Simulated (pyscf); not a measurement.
# Hydrogen abstraction: SH• + H atom (H•) → S [triplet] + hydrogen (H₂)

Gas phase, triplet surface, charge 0. Bonds broken: S1–H2. Bonds formed: H2–H3. Single points on ωB97X-D3(BJ)/def2-SVP structures (PySCF, gas phase).

Transition state (Å):

```xyz
3

S      0.2976     0.2627     1.3644
H     -0.5398    -0.4842     0.5261
H     -1.3353    -1.1916    -0.2707
```

One imaginary mode, 792i cm⁻¹; descent along it reached the two sides named.

| bond | change | reactant side (Å) | saddle | product side |
|---|---|---|---|---|
| S1–H2 | breaks | 1.351 | 1.401 | 3.0 |
| H2–H3 | forms | 3.0 | 1.330 | 0.760 |

Electronic energies relative to the separated reactants (kJ/mol):

```tsv
level	barrier	reaction energy	reverse barrier
ωB97X-D3(BJ)/def2-TZVP	12.3	-79.7	92.0
PBE/def2-TZVP	-3.6	-71.2	67.6
r²SCAN/def2-TZVP	-9.8	-79.7	69.9
B3LYP-D3(BJ)/def2-TZVP	-4.9	-92.0	87.1
PBE0-D3(BJ)/def2-TZVP	1.7	-74.4	76.1
M06-2X/def2-TZVP	14.1	-87.9	102.0
ωB97M-D3(BJ)/def2-TZVP	11.5	-84.1	95.6
HF/def2-TZVP	33.1	-95.3	128.4
```

With ωB97M-D3(BJ)/def2-TZVP energies and thermal terms (ideal gas, 1 atm, RRHO with modes under 100 cm⁻¹ raised to 100, one conformer, R ln 2 for chiral ones without a mode under 150 cm⁻¹), in kJ/mol:

| T (K) | ΔH‡ | ΔG‡ | ΔH | ΔG |
|---|---|---|---|---|
| 298 | 6.6 | 33.1 | -74.2 | -69.8 |
| 600 | 4.8 | 60.8 | -74.3 | -65.2 |
| 900 | 3.8 | 89.0 | -74.6 | -60.7 |
| 1200 | 3.1 | 117.5 | -75.2 | -55.9 |

At PBE, r²SCAN, B3LYP-D3(BJ) this geometry lies under the reactants; that is no barrier but a single point on another level's saddle; such a level's own saddle, if it has one, lies nearer that side and is low. SH• + H• also meet on a surface of lower spin, which isn't treated here. The angle at the transferred H is 180°. Left out: orbital degeneracy and the spin-orbit lowering of SH, S.
